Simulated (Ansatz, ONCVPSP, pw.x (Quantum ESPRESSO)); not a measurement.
W (Z = 74): one change to the ONCV potential, in the atom and in the diamond crystal

```
Element                 : W
Generator               : ONCVPSP 4.0.1.1 (patched build)
Type                    : optimised norm-conserving Vanderbilt (ONCV)
Functional              : PBEsol
Relativity              : scalar-relativistic
Frozen core             : [Kr] 4d10 4f14
Valence charge          : 14
Reference configuration : 5s2 5p6 5d4 6s2
Partial waves           : 5s+6s: rc 1.70 bohr, ncon 4, nbas 8, qcut 7.3 1/bohr, 3 projectors, debl 1.5 Ha; 5p: rc 1.85 bohr, ncon 4, nbas 7, qcut 7.4 1/bohr, 1 projector; 5d: rc 2.50 bohr, ncon 5, nbas 10, qcut 6.9 1/bohr, 2 projectors, debl 2.6 Ha; f scattering state at 0.29 Ha: rc 2.25 bohr, ncon 3, nbas 7, qcut 4.2 1/bohr, 1 projector
Local potential         : polynomial inside 1.55 bohr (lpopt 5, dvloc0 1 Ha)
Core correction         : Teter function, fcfact 5.5, rcfact 1.3
```

Change: core [Kr] 4d10 4f14 5s2, valence charge 12; reference 5p6 5d4 6s2; waves now 6s: rc 2.55 bohr, ncon 4, nbas 7, qcut 2.5 1/bohr, 2 projectors, debl 3.1 Ha; 5p: rc 1.85 bohr, ncon 3, nbas 7, qcut 7.5 1/bohr, 3 projectors, debl 3.4 Ha; 5d: rc 2.15 bohr, ncon 5, nbas 10, qcut 6.1 1/bohr, 2 projectors, debl 2.1 Ha; f scattering state at 0.34 Ha: rc 2.70 bohr, ncon 4, nbas 8, qcut 4.4 1/bohr, 2 projectors, debl 0.4 Ha; local potential polynomial inside 1.55 bohr (lpopt 5, dvloc0 0 Ha).

Cutoffs, loose and tight: the cutoffs (Ha) at which the residual kinetic energy of the hardest occupied pseudo-wave falls to 1 and 0.1 mHa per electron. They do not see the model core or the augmentation charge, which bear on the density cutoff. Test errors are all-electron minus pseudo excitation energies from the reference, over the configurations 5s2 5p6 5d4 6s1; 5s2 5p6 5d4 6s0; 5s2 5p6 5d3 6s0; 5s2 5p6 5d4 6s1 6p1; variants that change the core or the reference have their own tests.

Crystal test: diamond W in pw.x 7.5, no spin, 8³ k-points, Fermi–Dirac smearing 0.01 Ry, cutoffs set for each file from its atomic test. The reference is all-electron LAPW (Ansatz 0.2.0) with the same functional, mesh and smearing; V0 and B0 come from Birch–Murnaghan fits to the pressures at five volumes. Errors are pseudo minus all-electron; Δ is the rms difference of the E(V) curves that follow from these fits, minima aligned, over ±6 % about the mean V0. Mesh and smearing are coarse, so the numbers serve the comparison and aren't converged zero-temperature values; the lattice is a test structure that the element need not adopt.

All-electron: a0 = 5.760 Å (V0 = 23.89 Å³/atom), B0 = 129.0 GPa.

Task: Does the change bring the crystal closer to the all-electron result?

Result: The mean pressure error goes from -0.03 to +10.65 GPa, so the change moves the solid further from the all-electron pressures. At 80 % of its cutoff the pressure of the base moves by -1.40 GPa.

```csv
quantity,base,changed
outcome (atom),generated,generated
"cutoff, loose (atom)",19 Ha,14 Ha
"cutoff, tight (atom)",23 Ha,19 Ha
bound ghosts (atom),none,s
largest test error (meV) (atom),-14,-39 over the solved tests; 1 of 4 tests not solved or not reliable
cutoffs in pw.x (Ry),55/220,50/200
a0 (Å),5.760,–
a0 error (%),-0.01,–
B0 error (%),-0.2,–
Δ (meV/atom),0.2,–
mean pressure error (GPa),-0.03,+10.65
```

A dash: not determined, or the minimum lies outside the volumes sampled.

Base: The largest radius (2.50 bohr) exceeds half the bond length (2.36 bohr), so the spheres overlap, which is one possible source of error among others. Changed file: The largest radius (2.70 bohr) exceeds half the bond length (2.36 bohr), so the spheres overlap, which is one possible source of error among others. This is a poor potential for the solid. Note: ghosts flagged at negative energy: s at -23.7 eV; GHOST(+) flagged for f at 472.6 eV. A true bound ghost makes a file unfit for plane-wave use. Atomic configuration tests: 1 of 4 tests not solved or not reliable.
